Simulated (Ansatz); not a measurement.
Geometry optimisation, Ansatz 0.2.0, RHF/def2-SVP.

The input (input.yaml):

```yaml
crystal:
  periodic: [false, false, false]
  atoms:
    - { symbol: Si, position_ang: [0.390553, 0.152188, -0.094477] }
    - { symbol: Cl, position_ang: [0.777015, 0.043229, 1.97908] }
    - { symbol: H, position_ang: [1.700353, 0.089349, -0.771203] }
    - { symbol: H, position_ang: [-0.275255, 1.427465, -0.390403] }
    - { symbol: H, position_ang: [-0.417322, -1.014138, -0.484466] }
    - { symbol: P, position_ang: [-2.802719, -0.13764, 1.023928] }
    - { symbol: H, position_ang: [-3.043487, -1.502201, 0.736692] }
    - { symbol: H, position_ang: [-3.848461, -0.006951, 1.968453] }
    - { symbol: H, position_ang: [-1.770177, -0.363401, 1.964395] }
basis:
  gaussian: { orbitals: def2-SVP }
hamiltonian:
  xc: hf
relax:
  f_tol: 0.03
  max_steps: 50
```

Launched with:

```bash
$ ansatz run input.yaml --threads 1 --pin off --max-ram 2048MiB --backend cpu --events-out ev --progress --plain --runs-dir out
```

**Question.** Where does it end, and by what steps?

**Answer.** It converged. The force dipped under the threshold on the way, but the program's further checks kept it going. After 19 steps the energy has fallen by 0.257 eV; H9 moved furthest, 1.08 Å.

```json
{"step": "0", "energy less start (eV)": "0.0000", "largest force component (eV/Å)": "0.589", "accepted": "yes"}
{"step": "1", "energy less start (eV)": "-0.1704", "largest force component (eV/Å)": "0.227", "accepted": "yes"}
{"step": "2", "energy less start (eV)": "-0.2005", "largest force component (eV/Å)": "0.172", "accepted": "yes"}
{"step": "3", "energy less start (eV)": "-0.2377", "largest force component (eV/Å)": "0.055", "accepted": "yes"}
{"step": "4", "energy less start (eV)": "-0.2367", "largest force component (eV/Å)": "0.146", "accepted": "no"}
{"step": "5", "energy less start (eV)": "-0.2408", "largest force component (eV/Å)": "0.019", "accepted": "yes"}
{"step": "6", "energy less start (eV)": "-0.2432", "largest force component (eV/Å)": "0.088", "accepted": "yes"}
{"step": "7", "energy less start (eV)": "-0.2441", "largest force component (eV/Å)": "0.096", "accepted": "yes"}
{"step": "8", "energy less start (eV)": "-0.2457", "largest force component (eV/Å)": "0.099", "accepted": "yes"}
{"step": "9", "energy less start (eV)": "-0.2468", "largest force component (eV/Å)": "0.110", "accepted": "yes"}
{"step": "10", "energy less start (eV)": "-0.2481", "largest force component (eV/Å)": "0.142", "accepted": "yes"}
{"step": "11", "energy less start (eV)": "-0.2482", "largest force component (eV/Å)": "0.196", "accepted": "yes"}
{"step": "12", "energy less start (eV)": "-0.2534", "largest force component (eV/Å)": "0.026", "accepted": "yes"}
{"step": "13", "energy less start (eV)": "-0.2475", "largest force component (eV/Å)": "0.469", "accepted": "no"}
{"step": "14", "energy less start (eV)": "-0.2544", "largest force component (eV/Å)": "0.077", "accepted": "yes"}
{"step": "15", "energy less start (eV)": "-0.2546", "largest force component (eV/Å)": "0.157", "accepted": "yes"}
{"step": "16", "energy less start (eV)": "-0.2552", "largest force component (eV/Å)": "0.085", "accepted": "yes"}
{"step": "17", "energy less start (eV)": "-0.2560", "largest force component (eV/Å)": "0.003", "accepted": "yes"}
{"step": "18", "energy less start (eV)": "-0.2564", "largest force component (eV/Å)": "0.056", "accepted": "yes"}
{"step": "19", "energy less start (eV)": "-0.2568", "largest force component (eV/Å)": "0.028", "accepted": "yes"}
```

```xyz
9
Properties=species:S:1:pos:R:3
Si 0.827 0.251 -0.318
Cl 1.104 -0.108 1.710
H 2.156 0.449 -0.931
H 0.009 1.466 -0.479
H 0.163 -0.918 -0.919
P -3.054 -0.435 1.320
H -3.700 -1.690 1.229
H -4.213 0.288 1.683
H -2.582 -0.615 2.637
```

Time of the run: 26 s on 1 thread of Arm Neoverse V2 (shared host), peak memory 0.15 GiB.
